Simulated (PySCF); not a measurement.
**SiH₄ at several levels of theory**

All levels use the PBE0 minimum (singlet; Si–H 1.485 Å (×4); H–Si–H 109.5° (×6)), basis [Si def2-TZVP, H def2-TZVP], no relativity, density fitting, no spin–orbit coupling, PySCF. For vertical energies the ionised species is a doublet (spins chosen at PBE0 and kept). Atomisation goes to high-spin ground-configuration atoms, without zero-point energy. Open shells are unrestricted, also as the reference of the correlated levels. A dash marks a value that was not computed or is not defined at that level.

```csv
level,atomisation (kJ/mol),vertical IP (eV),−ε(HOMO) (eV),gap (eV)
CCSD(T),?,?,–,–
HF,?,?,?,?
MP2,1270,12.85,–,–
PBE0,1319,12.43,9.86,10.93
PBE,1312,12.13,8.51,8.74
B3LYP,1354,12.46,9.66,10.50
r2SCAN,1345,12.30,8.86,9.57
wB97X,1357,12.67,12.37,15.46
```

(1) Fill in the row of CCSD(T).

(2) Fill in the row of HF.

## Answers

(1) atomisation (kJ/mol) 1306, vertical IP (eV) 12.71.

(2) atomisation (kJ/mol) 1071, vertical IP (eV) 12.41, −ε(HOMO) (eV) 13.23, gap (eV) 17.13.

For SiH₄ itself CCSD(T) correlates 8 electrons; T1 = 0.012, D1 = 0.018, (T) = -9 kJ/mol.
